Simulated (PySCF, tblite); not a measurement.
C2H5P2 (charge -1).
SMILES with atom numbers: `[CH2:1]=[CH:2][P-:3][PH2:4]` (hydrogens: H5, H6 on C1; H7 on C2; H8, H9 on P4)
Bond orders are those of one Lewis drawing.

Computed with GFN2-xTB (tblite), gas phase: Langevin dynamics at 300 K from the optimised GFN2-xTB geometry, time step 0.5 fs, friction 0.01 fs⁻¹, 2000 steps. Over the second half of the run the saved frames average 329 K.

Frame at 250 fs, instantaneous temperature 271 K:
```
atom  x, y, z in Å
C1     -1.762   -0.707    1.020
C2     -0.759   -0.336    0.216
P3      0.938   -0.884    0.516
P4      1.955    0.248   -0.947
H5     -2.720   -0.373    0.776
H6     -1.573   -1.426    1.769
H7     -1.010    0.253   -0.652
H8      2.745   -0.828   -1.399
H9      3.165    0.805   -0.190
```

Frame at 425 fs, instantaneous temperature 392 K:
```
atom  x, y, z in Å
C1     -1.691   -1.374    0.754
C2     -0.712   -0.685    0.122
P3      1.075   -1.094    0.031
P4      1.664    0.605   -0.940
H5     -2.723   -0.959    0.776
H6     -1.464   -2.307    1.292
H7     -1.000    0.135   -0.526
H8      2.784    0.105   -1.632
H9      2.628    1.380   -0.066
```

Frame at 625 fs, instantaneous temperature 316 K:
```
atom  x, y, z in Å
C1     -2.081   -0.788    0.921
C2     -0.927   -0.250    0.456
P3      0.516   -1.018   -0.316
P4      1.364    0.885   -0.807
H5     -2.836   -0.131    1.383
H6     -2.241   -1.811    0.846
H7     -0.774    0.825    0.561
H8      1.580    0.703   -2.151
H9      2.715    0.787   -0.601
```

Frame at 800 fs, instantaneous temperature 293 K:
```
atom  x, y, z in Å
C1     -2.442    0.062    0.850
C2     -1.216    0.421    0.261
P3      0.015   -0.703   -0.264
P4      1.188    1.094   -0.406
H5     -3.221    0.867    1.163
H6     -2.707   -0.936    0.912
H7     -1.056    1.478    0.310
H8      2.159    1.063   -1.375
H9      2.319    0.913    0.393
```

Frame at 1000 fs, instantaneous temperature 298 K:
```
atom  x, y, z in Å
C1     -2.867    0.268    0.898
C2     -1.574    0.459    0.556
P3     -0.515   -0.071   -0.737
P4      1.030    1.190   -0.134
H5     -3.409    0.899    1.663
H6     -3.545   -0.401    0.344
H7     -1.044    1.110    1.257
H8      1.096    1.929   -1.266
H9      2.141    0.393   -0.619
```

Q: What do single points at PBE0/pcSseg-1 (PySCF, gas phase) give on these frames?

A: 
| t (fs) | GFN2-xTB E above start (eV) | DFT E above lowest frame (eV) | HOMO (eV) | LUMO (eV) |
| --- | --- | --- | --- | --- |
| 250 | 0.28 | 0.09 | 0.35 | 5.11 |
| 425 | 0.26 | 0.02 | 0.12 | 5.01 |
| 625 | 0.15 | 0.00 | 0.25 | 5.29 |
| 800 | 0.68 | 0.59 | 0.19 | 5.01 |
| 1000 | 0.28 | 0.19 | 0.31 | 5.26 |

Both levels order the frames alike by energy; measured from each level's lowest frame they differ by 0.09 eV at most. The HOMO–LUMO gap runs from 4.76 to 5.04 eV. These are instantaneous structures, not minima. An orbital of positive energy is held in place by the finite basis.

Q: And the isotropic GIAO shieldings (ppm) from the same runs?

A: 
```json
{"atom": "C1", "250 fs": "94.8", "425 fs": "87.5", "625 fs": "97.2", "800 fs": "85.0", "1000 fs": "98.3", "mean": "92.6", "range": "13.3"}
{"atom": "C2", "250 fs": "5.2", "425 fs": "-0.9", "625 fs": "-3.3", "800 fs": "-9.0", "1000 fs": "8.1", "mean": "0.0", "range": "17.1"}
{"atom": "P3", "250 fs": "442.8", "425 fs": "442.1", "625 fs": "437.4", "800 fs": "474.9", "1000 fs": "471.1", "mean": "453.7", "range": "37.5"}
{"atom": "P4", "250 fs": "446.0", "425 fs": "447.4", "625 fs": "502.2", "800 fs": "506.1", "1000 fs": "492.9", "mean": "478.9", "range": "60.1"}
{"atom": "H5", "250 fs": "28.0", "425 fs": "26.6", "625 fs": "27.1", "800 fs": "26.2", "1000 fs": "27.0", "mean": "27.0", "range": "1.8"}
{"atom": "H6", "250 fs": "27.0", "425 fs": "26.5", "625 fs": "27.9", "800 fs": "27.5", "1000 fs": "27.7", "mean": "27.3", "range": "1.4"}
{"atom": "H7", "250 fs": "24.4", "425 fs": "24.3", "625 fs": "23.8", "800 fs": "23.3", "1000 fs": "24.2", "mean": "24.0", "range": "1.1"}
{"atom": "H8", "250 fs": "27.3", "425 fs": "27.9", "625 fs": "29.0", "800 fs": "29.4", "1000 fs": "28.6", "mean": "28.4", "range": "2.1"}
{"atom": "H9", "250 fs": "26.9", "425 fs": "27.1", "625 fs": "29.4", "800 fs": "28.9", "1000 fs": "27.8", "mean": "28.0", "range": "2.5"}
```

What follows is the cost of the whole dynamics run. On AMD EPYC 9R14, one thread, no GPU, shared host with 192 logical CPUs at a one-minute load of 45, this took 5.8 s of wall time and 0.18 GiB of memory at its peak.
